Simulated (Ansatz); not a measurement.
The first iterations of a band of CH4BF + H2 (9 atoms, charge 0, multiplicity 1).

All numbers below come from Ansatz, RKS PBE/def2-SVP.

- movable images: 7
- climbing image: yes
- spring: 5.0 eV/Å²
- optimiser: quadratic models (default)
- start path: through a guess of the saddle point
- force threshold: 0.2 eV/Å
- iteration limit: 60
- end points: relaxed

Initial state:

```xyz
9
Properties=species:S:1:pos:R:3
B 0.124 -0.514 -0.058
F 0.071 -0.327 1.267
C 1.462 -0.313 -0.838
H 1.664 -1.184 -1.498
H 1.337 0.549 -1.533
H 2.342 -0.122 -0.194
H -0.931 -0.828 -0.593
H -0.259 2.990 1.135
H -0.217 2.275 1.415
```

Final state:

```xyz
9
Properties=species:S:1:pos:R:3
B 0.030 0.462 -0.232
F 0.058 0.022 1.797
C 1.403 -0.038 -0.787
H 1.489 -1.142 -0.831
H 1.435 0.313 -1.846
H 2.297 0.385 -0.287
H -1.022 -0.074 -0.521
H -0.059 1.637 0.166
H -0.037 0.960 1.644
```

| iteration | highest image above the first end (eV) | largest band force component (eV/Å) |
| --- | --- | --- |
| 1 | 2.571 | 3.692 |
| 2 | 1.844 | 2.926 |
| 3 | 1.792 | 2.802 |
| 4 | 2.098 | 5.173 |

Problem. Does the band converge within its limit, and where does its top end?

Solution. The run converged. It ended after 14 iterations with the highest image 1.513 eV above the first end. The threshold of 0.2 eV/Å is loose, so the images may lie well off the minimum-energy path. Another band between the same ends (7 images) ends at a top of the same energy, where a vibrational analysis finds 1 clearly imaginary mode. The orbitals stay closed-shell, which can raise the energy where a bond breaks towards radicals; this wasn't checked here.

The run took 2.6 min on 1 thread of Arm Neoverse V1 (shared host), peak memory 0.12 GiB.
